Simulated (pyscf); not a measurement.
HF (SMILES F) + F–Nb(F)(F)(F)–SH (SMILES [F][Nb]([F])([F])([F])[SH]) → F–Nb(F)(F)(F)–F (SMILES [F][Nb]([F])([F])([F])[F]) + H₂S (SMILES S), a four-centre exchange (singlet surface; F–H, Nb–S broken, F–Nb, H–S formed). PySCF, gas phase, ωB97X-D3(BJ)/def2-SVP geometries. Energies in kcal/mol from the separated reactants.

Small-basis levels: PySCF, no dispersion term, spherical d functions. AM1 to PM7: differences of heats of formation from MOPAC, which are fitted to 298 K values and so differ in kind from electronic energies by zero-point and thermal terms. GFN2-xTB: tblite. Cost: rough CPU time at the saddle relative to B3LYP/6-31G*+LANL2DZ, from one job on a shared machine.

```
level                    barrier  reaction energy        cost
-----------------------  -------  ---------------  ----------
BP86/6-31G*+LANL2DZ        -12.9            -25.3           2
B3LYP/LANL2DZ               -0.8            -16.1         0.8
B3LYP/6-31G*+LANL2DZ        -9.9            -26.7           1
M06-2X/6-31G*+LANL2DZ          …            -19.0           3
B3LYP/6-311+G**+LANL2DZ      3.5             -7.5           2
B3LYP/def2-SVP             -11.0            -22.4           1
GFN2-xTB                    -4.8            -10.7  under 0.02
PM6                            …             -1.8  under 0.02
PM7                         46.6            -15.5  under 0.02
ωB97M-D3(BJ)/def2-TZVP         …            -15.3           –
```

Task: Some entries are withheld; supply them.

Result: 
- M06-2X/6-31G*+LANL2DZ, barrier: -9.6
- PM6, barrier: 5.9
- ωB97M-D3(BJ)/def2-TZVP, barrier: -3.3

Against the last row the barrier runs from -9.6 (BP86/6-31G*+LANL2DZ) to +50.0 kcal/mol (PM7). ωB97M-D3(BJ)/def2-TZVP has limits of its own. On the reactant side the descent ends in an adduct with a F–Nb contact, 8.1 kcal/mol under the separated species and 4.0 kcal/mol under the saddle at ωB97X-D3(BJ)/def2-TZVP. On the product side the descent ends in an adduct with a Nb–S contact, 16.6 kcal/mol under the separated species and 23.5 kcal/mol under the saddle at ωB97X-D3(BJ)/def2-TZVP. At ωB97M-D3(BJ) the saddle lies under the separated reactants, which points to a path from their complex (located at ωB97X-D3(BJ) alone). What is counted as formed (F–Nb) is already present as a longer contact in the reactant adduct; forming that adduct is a step of its own. What is counted as broken (Nb–S) persists as a longer contact in the product adduct; parting that adduct is a step of its own. One saddle was located; it need not be the lowest between these sides. In the def2 sets elements past Kr carry core potentials, without spin-orbit coupling.
